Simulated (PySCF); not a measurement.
## Gas-phase XPS of N-ethylmethylamine, computed

N-ethylmethylamine, C3H9N.
Numbering: `[CH3:1][CH2:2][NH:3][CH3:4]`

The calculation used delta-SCF UKS SCAN, pcX-2 on the ionised atom, pcseg-1 elsewhere, spin-free X2C in PySCF. Each binding energy is the total energy of the core-ionised species, with the hole localised on one atom, minus that of the ground state; both are solved self-consistently, so orbital relaxation is included.

Problem. List the computed XPS lines with their assignment.

Solution. 
```
atom(s)     bonded to  level  binding energy (eV)  above the level's lowest (eV)  count
     C1     C and 3 H   C 1s               290.49                           0.00      1
     C2  N, C and 2 H   C 1s               291.21                          +0.72      1
     N3     2 C and H   N 1s               404.63                           0.00      1
     C4     N and 3 H   C 1s               291.25                          +0.76      1
```

The listed C 1s values span 0.76 eV, from C1 (bonded to C and 3 H) to C4 (bonded to N and 3 H). Summing the Pauling electronegativity differences to the bonded atoms, each weighted by its formal bond order, gives -1.05 for the lowest site and -0.56 for the highest; the largest sum, -0.21, belongs to C2, 0.04 eV below the top. The values 291.21 and 291.25 eV lie too close for their order to be trusted.

Problem. Which photon energy gives electrons from C 1s of C4 a kinetic energy of 150 eV, and what is their de Broglie wavelength?

Solution. hν = 291.25 + 150 = 441.25 eV, recoil neglected; λ = 12.264 Å/√(E/eV) = 1.00 Å.

Problem. What is the longest wavelength that can ionise C 1s of C4 vertically?

Solution. λ = hc/E = 12398.42 eV Å / 291.25 eV = 42.570 Å.

The structure is a single GFN2-xTB conformer in the gas phase; no vibrational or solvent corrections.

The values belong to the conformer `[CH3:1][CH2:2][NH:3][CH3:4]`: C1–C2–N3–C4 178°.
